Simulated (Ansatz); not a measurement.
Zinc-blende AlAs was calculated with PBE (Ansatz, a first-principles code, PAW).

Total energies, extrapolated to zero smearing (they compare only within this program, potentials and cutoff):

```csv
system,energy (eV/atom)
"zinc-blende AlAs, relaxed",-2697.3083
fcc Al,-537.5013
rhombohedral A7 As,-4856.1368
```

Problem. Work out the enthalpy of formation per atom.

Solution. ΔH_f ≈ ΔE = -2697.3083 − [1 × (-537.5013) + 1 × (-4856.1368)]/2 = -0.489 eV/atom (0 K, no vibrations). The reference value is -0.61 eV/atom (measured, 298 K, not corrected to a static lattice; as tabulated in Zhang et al. (2018), doi:10.1038/s41524-018-0065-z), a difference of +0.121 eV/atom.

The PAW data were made under PBE.

Note: an element that serves as reference relaxed to a cell well above its measured volume.
